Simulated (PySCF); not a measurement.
BCl3, SMILES ClB(Cl)Cl. Heavy atoms are numbered as in [B:1]([Cl:2])([Cl:3])[Cl:4].

Geometry: PBE0-D3(BJ)/def2-SVP. The isomer is the one that the SMILES or the coordinates give; other isomers of the formula were not compared.

All values below come from PBE/def2-TZVPD (PySCF).

Mulliken values depend strongly on the basis, most of all with diffuse functions as here. ESP charges are fitted to the potential on shells at 1.4 to 2.0 van der Waals radii. Atomic charges (e), one atom of each kind:

```
atom  Mulliken  ESP fit
----  --------  -------
B1        0.54     0.10
Cl2      -0.18    -0.03
```
